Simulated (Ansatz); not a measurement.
**[SF3]+: a line through the functionals**

The species is [SF3]+ (4 atoms), meant as a singlet with charge +1. SMILES: `F[S+](F)F`. The shape is that of a PBE0-D4/def2-TZVP optimisation.

The HOMO–LUMO gap y, in eV, basis 6-311+G(d,p); a is the functional's share of exact exchange. Programs: Ansatz 0.2.0.

| functional | program | a | y (eV) |
| --- | --- | --- | --- |
| revPBE | Ansatz | 0 | 7.37 |
| PBE | Ansatz | 0 | 7.35 |
| B3LYP | Ansatz | 0.2 | ? |
| PBE0 | Ansatz | 0.25 | 10.12 |
| r2SCAN0 | Ansatz | 0.25 | 10.52 |
| BHLYP | Ansatz | 0.5 | 12.95 |

Fit y = c + s·a to the known rows and predict B3LYP.


1. Means of the 5 rows: a = 0.2000, y = 9.662.
2. Σ(Δa)² = 0.175, Σ(Δa·Δy) = 1.973, so the slope is 1.973/0.175 = 11.274.
3. Intercept: 9.662 − (11.274) × 0.2000 = 7.407. The largest residual of the fit is 0.29.
4. B3LYP: 7.407 + (11.274) × 0.2 = 9.66 eV.

The run gave 9.60 eV, so the prediction is off by +0.06 eV, within the scatter of the fit. Exact exchange lowers occupied levels and raises empty ones. The rows mix families of semi-local functionals, which the line can't see.
